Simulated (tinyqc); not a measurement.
Worked calculation (part 3 of 4): UHF in the sto-3g basis, for H3O+, spin multiplicity 1. Computed by tinyqc, a small Python program that keeps every step (integrals from PySCF). Command: `OMP_NUM_THREADS=1 python tinyqc.py 26972 26973 out.jsonl` (the two numbers bound the seeds that draw the settings). One thread of a shared host (Intel(R) Xeon(R) Processor @ 2.60GHz), about 0.1 s of CPU time with the checks.

Geometry (angstrom):
```
atom          x          y         z
O      0.000000   0.000000  0.077000
H      0.924000   0.000000  0.000000
H     -0.462000   0.800000  0.000000
H     -0.462000  -0.800000  0.000000
```

## Iteration 2: diagonalisation and new density

F(alpha) (hartree):
```
             1O 1s      1O 2s     1O 2px     1O 2py     1O 2pz      2H 1s      3H 1s      4H 1s
1O 1s   -20.856756  -5.326511   0.000265   0.000000   0.005761  -1.318383  -1.319236  -1.319236
1O 2s    -5.326511  -2.972518   0.006408   0.000000   0.035799  -1.311445  -1.313030  -1.313030
1O 2px    0.000265   0.006408  -1.010398   0.000000   0.056247  -0.675024   0.340034   0.340034
1O 2py    0.000000   0.000000   0.000000  -1.007560   0.000000   0.000000  -0.588804   0.588804
1O 2pz    0.005761   0.035799   0.056247   0.000000  -0.896242   0.039448   0.079730   0.079730
2H 1s    -1.318383  -1.311445  -0.675024   0.000000   0.039448  -0.953769  -0.481189  -0.481189
3H 1s    -1.319236  -1.313030   0.340034  -0.588804   0.079730  -0.481189  -0.962228  -0.483793
4H 1s    -1.319236  -1.313030   0.340034   0.588804   0.079730  -0.481189  -0.483793  -0.962228
```

F(beta) (hartree):
```
             1O 1s      1O 2s     1O 2px     1O 2py     1O 2pz      2H 1s      3H 1s      4H 1s
1O 1s   -20.856757  -5.326511   0.000080   0.000000   0.005764  -1.318635  -1.319110  -1.319110
1O 2s    -5.326511  -2.972518  -0.002882   0.000000   0.035793  -1.310500  -1.313502  -1.313502
1O 2px    0.000080  -0.002882  -1.009649   0.000000  -0.056394  -0.676086   0.339152   0.339152
1O 2py    0.000000   0.000000   0.000000  -1.008309   0.000000   0.000000  -0.588701   0.588701
1O 2pz    0.005764   0.035793  -0.056394   0.000000  -0.896251   0.092961   0.052995   0.052995
2H 1s    -1.318635  -1.310500  -0.676086   0.000000   0.092961  -0.958176  -0.481667  -0.481667
3H 1s    -1.319110  -1.313502   0.339152  -0.588701   0.052995  -0.481667  -0.960024  -0.482838
4H 1s    -1.319110  -1.313502   0.339152   0.588701   0.052995  -0.481667  -0.482838  -0.960024
```

X:
```
            1O 1s      1O 2s     1O 2px     1O 2py     1O 2pz      2H 1s      3H 1s      4H 1s
1O 1s    1.025300  -0.154023   0.000005   0.000000   0.002072   0.021057   0.021061   0.021061
1O 2s   -0.154023   1.375373  -0.000080   0.000000  -0.023481  -0.296656  -0.296796  -0.296796
1O 2px   0.000005  -0.000080   1.146145   0.000000   0.000006  -0.305401   0.152760   0.152760
1O 2py   0.000000   0.000000   0.000000   1.146161   0.000000   0.000000  -0.264553   0.264553
1O 2pz   0.002072  -0.023481   0.000006   0.000000   1.001560   0.019772   0.019784   0.019784
2H 1s    0.021057  -0.296656  -0.305401   0.000000   0.019772   1.237228  -0.077385  -0.077385
3H 1s    0.021061  -0.296796   0.152760  -0.264553   0.019784  -0.077385   1.237370  -0.077423
4H 1s    0.021061  -0.296796   0.152760   0.264553   0.019784  -0.077385  -0.077423   1.237370
```

D(alpha) after iteration 1:
```
            1O 1s      1O 2s     1O 2px     1O 2py     1O 2pz      2H 1s      3H 1s      4H 1s
1O 1s    1.027613  -0.102308   0.002283   0.000000  -0.009437  -0.057966  -0.053803  -0.053803
1O 2s   -0.102308   0.489357  -0.008427   0.000000   0.037482   0.138896   0.123179   0.123179
1O 2px   0.002283  -0.008427   0.632249   0.000000  -0.149554   0.205989  -0.102785  -0.102785
1O 2py   0.000000   0.000000   0.000000   0.606310   0.000000   0.000000   0.204182  -0.204182
1O 2pz  -0.009437   0.037482  -0.149554   0.000000   0.967099   0.166544  -0.097709  -0.097709
2H 1s   -0.057966   0.138896   0.205989   0.000000   0.166544   0.166542  -0.024979  -0.024979
3H 1s   -0.053803   0.123179  -0.102785   0.204182  -0.097709  -0.024979   0.141883   0.001589
4H 1s   -0.053803   0.123179  -0.102785  -0.204182  -0.097709  -0.024979   0.001589   0.141883
```

D(beta) after iteration 1:
```
            1O 1s      1O 2s     1O 2px     1O 2py     1O 2pz      2H 1s      3H 1s      4H 1s
1O 1s    1.027613  -0.102306  -0.002447   0.000000  -0.009443  -0.052356  -0.056608  -0.056608
1O 2s   -0.102306   0.489344   0.009230   0.000000   0.037473   0.117891   0.133687   0.133687
1O 2px  -0.002447   0.009230   0.631899   0.000000   0.149486   0.205611  -0.103337  -0.103337
1O 2py   0.000000   0.000000   0.000000   0.606652   0.000000   0.000000   0.204089  -0.204089
1O 2pz  -0.009443   0.037473   0.149486   0.000000   0.967114  -0.185778   0.078422   0.078422
2H 1s   -0.052356   0.117891   0.205611   0.000000  -0.185778   0.168094  -0.024723  -0.024723
3H 1s   -0.056608   0.133687  -0.103337   0.204089   0.078422  -0.024723   0.141098   0.001077
4H 1s   -0.056608   0.133687  -0.103337  -0.204089   0.078422  -0.024723   0.001077   0.141098
```

overlap S:
```
           1O 1s     1O 2s     1O 2px     1O 2py     1O 2pz      2H 1s      3H 1s      4H 1s
1O 1s   1.000000  0.236704   0.000000   0.000000   0.000000   0.057950   0.057975   0.057975
1O 2s   0.236704  1.000000   0.000000   0.000000   0.000000   0.494691   0.494811   0.494811
1O 2px  0.000000  0.000000   1.000000   0.000000   0.000000   0.402272  -0.201205  -0.201205
1O 2py  0.000000  0.000000   0.000000   1.000000   0.000000   0.000000   0.348406  -0.348406
1O 2pz  0.000000  0.000000   0.000000   0.000000   1.000000  -0.033523  -0.033534  -0.033534
2H 1s   0.057950  0.494691   0.402272   0.000000  -0.033523   1.000000   0.221981   0.221981
3H 1s   0.057975  0.494811  -0.201205   0.348406  -0.033534   0.221981   1.000000   0.222082
4H 1s   0.057975  0.494811  -0.201205  -0.348406  -0.033534   0.221981   0.222082   1.000000
```

Diagonalise F' = X^T F X, C = X C', fill 5 alpha and 5 beta electrons from the bottom; D(s) = C_occ C_occ^T; the new density keeps 0.7 of the old one (damping). Each column has its largest component positive (the first on a tie).

F' = X^T F X (alpha) (hartree):
```
            1          2          3          4          5          6          7          8
1  -20.461526  -2.755562  -0.000642   0.000000   0.008724  -0.213716  -0.214452  -0.214452
2   -2.755562  -1.516766   0.006922   0.000000  -0.007682  -0.558624  -0.555364  -0.555364
3   -0.000642   0.006922  -0.683254   0.000000   0.076779  -0.569031   0.285039   0.285039
4    0.000000   0.000000   0.000000  -0.676438   0.000000   0.000000  -0.497798   0.497798
5    0.008724  -0.007682   0.076779   0.000000  -0.892953  -0.013742   0.064838   0.064838
6   -0.213716  -0.558624  -0.569031   0.000000  -0.013742  -0.266107  -0.119818  -0.119818
7   -0.214452  -0.555364   0.285039  -0.497798   0.064838  -0.119818  -0.271978  -0.123101
8   -0.214452  -0.555364   0.285039   0.497798   0.064838  -0.119818  -0.123101  -0.271978
```

orbital energies (alpha) (hartree): MO1 -20.866663, MO2 -1.767020, MO3 -1.165730, MO4 -1.164446, MO5 -0.900033, MO6 0.145786, MO7 0.337976, MO8 0.339132

coefficients C (alpha):
```
              MO1        MO2        MO3        MO4        MO5        MO6        MO7        MO8
1O 1s    0.993578  -0.235824  -0.000121   0.000000  -0.016461  -0.182243   0.001882   0.000000
1O 2s    0.030378   0.827277  -0.000721   0.000000   0.076408   1.220188  -0.009942   0.000000
1O 2px  -0.000018  -0.004903   0.734708   0.000000   0.000017  -0.004260  -0.955903   0.000000
1O 2py   0.000000   0.000000   0.000000   0.728825   0.000000   0.000000   0.000000   0.960456
1O 2pz  -0.000900  -0.035189  -0.101736   0.000000   0.988642  -0.099155  -0.077576   0.000000
2H 1s   -0.005876   0.118328   0.349511   0.000000   0.103864  -0.678319   1.057222   0.000000
3H 1s   -0.005870   0.122140  -0.172388   0.312233  -0.074195  -0.683306  -0.523359  -0.914789
4H 1s   -0.005870   0.122140  -0.172388  -0.312233  -0.074195  -0.683306  -0.523359   0.914789
```

F' = X^T F X (beta) (hartree):
```
            1          2          3          4          5          6          7          8
1  -20.461526  -2.755562   0.000631   0.000000   0.008729  -0.214539  -0.214040  -0.214040
2   -2.755562  -1.516764  -0.004465   0.000000  -0.007687  -0.553594  -0.557880  -0.557880
3    0.000631  -0.004465  -0.682319   0.000000  -0.076829  -0.569024   0.284984   0.284984
4    0.000000   0.000000   0.000000  -0.677371   0.000000   0.000000  -0.497836   0.497836
5    0.008729  -0.007687  -0.076829   0.000000  -0.892962   0.090950   0.012508   0.012508
6   -0.214539  -0.553594  -0.569024   0.000000   0.090950  -0.270133  -0.119870  -0.119870
7   -0.214040  -0.557880   0.284984  -0.497836   0.012508  -0.119870  -0.269962  -0.122998
8   -0.214040  -0.557880   0.284984   0.497836   0.012508  -0.119870  -0.122998  -0.269962
```

orbital energies (beta) (hartree): MO1 -20.866664, MO2 -1.766994, MO3 -1.165683, MO4 -1.164507, MO5 -0.900026, MO6 0.145743, MO7 0.336957, MO8 0.340171

coefficients C (beta):
```
              MO1        MO2        MO3        MO4        MO5        MO6        MO7        MO8
1O 1s    0.993578  -0.235827  -0.001837   0.000000  -0.016224  -0.182255   0.001438   0.000000
1O 2s    0.030378   0.827290   0.008559   0.000000   0.075281   1.220195  -0.012652   0.000000
1O 2px  -0.000005   0.000285   0.733886   0.000000   0.000098  -0.015493  -0.956431   0.000000
1O 2py   0.000000   0.000000   0.000000   0.729663   0.000000   0.000000   0.000000   0.959820
1O 2pz  -0.000900  -0.035332   0.101246   0.000000   0.988728  -0.097345   0.079334   0.000000
2H 1s   -0.005867   0.120016   0.347217   0.000000  -0.133270  -0.664970   1.062955   0.000000
3H 1s   -0.005875   0.121300  -0.176109   0.311434   0.044718  -0.689898  -0.516977  -0.915062
4H 1s   -0.005875   0.121300  -0.176109  -0.311434   0.044718  -0.689898  -0.516977   0.915062
```

D(alpha) after iteration 2:
```
            1O 1s      1O 2s     1O 2px     1O 2py     1O 2pz      2H 1s      3H 1s      4H 1s
1O 1s    1.032254  -0.121465   0.001913   0.000000  -0.009263  -0.051225  -0.047680  -0.047680
1O 2s   -0.121465   0.549894  -0.007275   0.000000   0.040180   0.128846   0.114822   0.114822
1O 2px   0.001913  -0.007275   0.604520   0.000000  -0.127055   0.221055  -0.110126  -0.110126
1O 2py   0.000000   0.000000   0.000000   0.583772   0.000000   0.000000   0.211196  -0.211196
1O 2pz  -0.009263   0.040180  -0.127055   0.000000   0.973670   0.135471  -0.086428  -0.086428
2H 1s   -0.051225   0.128846   0.221055   0.000000   0.135471   0.160674  -0.033526  -0.033526
3H 1s   -0.047680   0.114822  -0.110126   0.211196  -0.086428  -0.033526   0.143617  -0.013082
4H 1s   -0.047680   0.114822  -0.110126  -0.211196  -0.086428  -0.033526  -0.013082   0.143617
```

D(beta) after iteration 2:
```
            1O 1s      1O 2s     1O 2px     1O 2py     1O 2pz      2H 1s      3H 1s      4H 1s
1O 1s    1.032253  -0.121460  -0.002139   0.000000  -0.009247  -0.046432  -0.050079  -0.050079
1O 2s   -0.121460   0.549862   0.008418   0.000000   0.040044   0.110139   0.124190   0.124190
1O 2px  -0.002139   0.008418   0.603906   0.000000   0.126957   0.220380  -0.111097  -0.111097
1O 2py   0.000000   0.000000   0.000000   0.584379   0.000000   0.000000   0.211034  -0.211034
1O 2pz  -0.009247   0.040044   0.126957   0.000000   0.973704  -0.160299   0.061526   0.061526
2H 1s   -0.046432   0.110139   0.220380   0.000000  -0.160299   0.163493  -0.033061  -0.033061
3H 1s   -0.050079   0.124190  -0.111097   0.211034   0.061526  -0.033061   0.142195  -0.014015
4H 1s   -0.050079   0.124190  -0.111097  -0.211034   0.061526  -0.033061  -0.014015   0.142195
```

## Iteration 50 (converged): orbitals

converged F(alpha) (hartree):
```
             1O 1s      1O 2s     1O 2px     1O 2py     1O 2pz      2H 1s      3H 1s      4H 1s
1O 1s   -20.848051  -5.310604   0.000007   0.000000   0.005957  -1.316647  -1.317200  -1.317200
1O 2s    -5.310604  -3.019185   0.000085   0.000000   0.035275  -1.312183  -1.312558  -1.312558
1O 2px    0.000007   0.000085  -0.973759   0.000000   0.000011  -0.680665   0.340466   0.340466
1O 2py    0.000000   0.000000   0.000000  -0.973775   0.000000   0.000000  -0.589525   0.589525
1O 2pz    0.005957   0.035275   0.000011   0.000000  -0.920864   0.070225   0.070256   0.070256
2H 1s    -1.316647  -1.312183  -0.680665   0.000000   0.070225  -0.954453  -0.463234  -0.463234
3H 1s    -1.317200  -1.312558   0.340466  -0.589525   0.070256  -0.463234  -0.954758  -0.463449
4H 1s    -1.317200  -1.312558   0.340466   0.589525   0.070256  -0.463234  -0.463449  -0.954758
```

converged F(beta) (hartree):
```
             1O 1s      1O 2s     1O 2px     1O 2py     1O 2pz      2H 1s      3H 1s      4H 1s
1O 1s   -20.848051  -5.310604   0.000007   0.000000   0.005957  -1.316647  -1.317200  -1.317200
1O 2s    -5.310604  -3.019185   0.000086   0.000000   0.035275  -1.312184  -1.312558  -1.312558
1O 2px    0.000007   0.000086  -0.973753   0.000000  -0.000029  -0.680668   0.340464   0.340464
1O 2py    0.000000   0.000000   0.000000  -0.973781   0.000000   0.000000  -0.589524   0.589524
1O 2pz    0.005957   0.035275  -0.000029   0.000000  -0.920864   0.070238   0.070250   0.070250
2H 1s    -1.316647  -1.312184  -0.680668   0.000000   0.070238  -0.954466  -0.463234  -0.463234
3H 1s    -1.317200  -1.312558   0.340464  -0.589524   0.070250  -0.463234  -0.954752  -0.463448
4H 1s    -1.317200  -1.312558   0.340464   0.589524   0.070250  -0.463234  -0.463448  -0.954752
```

Diagonalise F' = X^T F X, C = X C', fill 5 alpha and 5 beta electrons from the bottom; D(s) = C_occ C_occ^T. Each column has its largest component positive (the first on a tie).

F' = X^T F X (alpha) (hartree):
```
            1          2          3          4          5          6          7          8
1  -20.458198  -2.726824   0.000001   0.000000   0.008837  -0.217808  -0.217979  -0.217979
2   -2.726824  -1.599864  -0.000034   0.000000  -0.010521  -0.550108  -0.550297  -0.550297
3    0.000001  -0.000034  -0.632989   0.000000   0.000028  -0.582743   0.291456   0.291456
4    0.000000   0.000000   0.000000  -0.632982   0.000000   0.000000  -0.504752   0.504752
5    0.008837  -0.010521   0.000028   0.000000  -0.917136   0.043134   0.043172   0.043172
6   -0.217808  -0.550108  -0.582743   0.000000   0.043134  -0.268520  -0.103044  -0.103044
7   -0.217979  -0.550297   0.291456  -0.504752   0.043172  -0.103044  -0.268485  -0.103086
8   -0.217979  -0.550297   0.291456   0.504752   0.043172  -0.103044  -0.103086  -0.268485
```

orbital energies (alpha) (hartree): MO1 -20.857229, MO2 -1.805259, MO3 -1.150328, MO4 -1.150315, MO5 -0.920492, MO6 0.133168, MO7 0.351848, MO8 0.351947

coefficients C (alpha):
```
              MO1        MO2        MO3        MO4        MO5        MO6        MO7        MO8
1O 1s    0.993816  -0.241135   0.000000  -0.000029  -0.017412  -0.173719  -0.000103   0.000000
1O 2s    0.029197   0.866928   0.000000   0.000149   0.085254   1.191814   0.000826   0.000000
1O 2px  -0.000002  -0.000086   0.000000   0.708501  -0.000011   0.000416  -0.975508   0.000000
1O 2py   0.000000   0.000000   0.708499   0.000000   0.000000   0.000000   0.000000   0.975546
1O 2pz  -0.000872  -0.036199   0.000000  -0.000029   0.996062  -0.106773  -0.000097   0.000000
2H 1s   -0.005530   0.098456   0.000000   0.382617  -0.021403  -0.685579   1.047960   0.000000
3H 1s   -0.005533   0.098503   0.331370  -0.191295  -0.021453  -0.684822  -0.524612  -0.908032
4H 1s   -0.005533   0.098503  -0.331370  -0.191295  -0.021453  -0.684822  -0.524612   0.908032
```

F' = X^T F X (beta) (hartree):
```
            1          2          3          4          5          6          7          8
1  -20.458198  -2.726824   0.000000   0.000000   0.008837  -0.217809  -0.217979  -0.217979
2   -2.726824  -1.599864  -0.000030   0.000000  -0.010520  -0.550106  -0.550298  -0.550298
3    0.000000  -0.000030  -0.632981   0.000000  -0.000024  -0.582746   0.291455   0.291455
4    0.000000   0.000000   0.000000  -0.632990   0.000000   0.000000  -0.504751   0.504751
5    0.008837  -0.010520  -0.000024   0.000000  -0.917136   0.043163   0.043158   0.043158
6   -0.217809  -0.550106  -0.582746   0.000000   0.043163  -0.268535  -0.103044  -0.103044
7   -0.217979  -0.550298   0.291455  -0.504751   0.043158  -0.103044  -0.268478  -0.103086
8   -0.217979  -0.550298   0.291455   0.504751   0.043158  -0.103044  -0.103086  -0.268478
```

orbital energies (beta) (hartree): MO1 -20.857229, MO2 -1.805259, MO3 -1.150329, MO4 -1.150314, MO5 -0.920492, MO6 0.133168, MO7 0.351848, MO8 0.351948

coefficients C (beta):
```
              MO1        MO2        MO3        MO4        MO5        MO6        MO7        MO8
1O 1s    0.993816  -0.241135   0.000000  -0.000029  -0.017412  -0.173719  -0.000105   0.000000
1O 2s    0.029197   0.866928   0.000000   0.000146   0.085254   1.191814   0.000837   0.000000
1O 2px  -0.000002  -0.000088   0.000000   0.708496  -0.000028   0.000429  -0.975511   0.000000
1O 2py   0.000000   0.000000   0.708505   0.000000   0.000000   0.000000   0.000000   0.975542
1O 2pz  -0.000872  -0.036199   0.000000   0.000059   0.996062  -0.106773  -0.000051   0.000000
2H 1s   -0.005530   0.098459   0.000000   0.382626  -0.021485  -0.685584   1.047952   0.000000
3H 1s   -0.005533   0.098501   0.331365  -0.191294  -0.021412  -0.684820  -0.524617  -0.908034
4H 1s   -0.005533   0.098501  -0.331365  -0.191294  -0.021412  -0.684820  -0.524617   0.908034
```

D(alpha) after iteration 50:
```
            1O 1s      1O 2s     1O 2px     1O 2py     1O 2pz      2H 1s      3H 1s      4H 1s
1O 1s    1.046120  -0.181515  -0.000002   0.000000  -0.009481  -0.028876  -0.028872  -0.028872
1O 2s   -0.181515   0.759686   0.000030   0.000000   0.053511   0.083425   0.083376   0.083376
1O 2px  -0.000002   0.000030   0.501974   0.000000  -0.000029   0.271076  -0.135541  -0.135541
1O 2py   0.000000   0.000000   0.000000   0.501971   0.000000   0.000000   0.234775  -0.234775
1O 2pz  -0.009481   0.053511  -0.000029   0.000000   0.993452  -0.024889  -0.024924  -0.024924
2H 1s   -0.028876   0.083425   0.271076   0.000000  -0.024889   0.156578  -0.063005  -0.063005
3H 1s   -0.028872   0.083376  -0.135541   0.234775  -0.024924  -0.063005   0.156593  -0.063018
4H 1s   -0.028872   0.083376  -0.135541  -0.234775  -0.024924  -0.063005  -0.063018   0.156593
```

D(beta) after iteration 50:
```
            1O 1s      1O 2s     1O 2px     1O 2py     1O 2pz      2H 1s      3H 1s      4H 1s
1O 1s    1.046120  -0.181515  -0.000001   0.000000  -0.009481  -0.028875  -0.028872  -0.028872
1O 2s   -0.181515   0.759686   0.000024   0.000000   0.053511   0.083420   0.083379   0.083379
1O 2px  -0.000001   0.000024   0.501966   0.000000   0.000017   0.271081  -0.135539  -0.135539
1O 2py   0.000000   0.000000   0.000000   0.501979   0.000000   0.000000   0.234774  -0.234774
1O 2pz  -0.009481   0.053511   0.000017   0.000000   0.993452  -0.024937  -0.024900  -0.024900
2H 1s   -0.028875   0.083420   0.271081   0.000000  -0.024937   0.156589  -0.063005  -0.063005
3H 1s   -0.028872   0.083379  -0.135539   0.234774  -0.024900  -0.063005   0.156588  -0.063018
4H 1s   -0.028872   0.083379  -0.135539  -0.234774  -0.024900  -0.063005  -0.063018   0.156588
```

Within a degenerate level the vectors are fixed only up to a rotation; this is one choice.
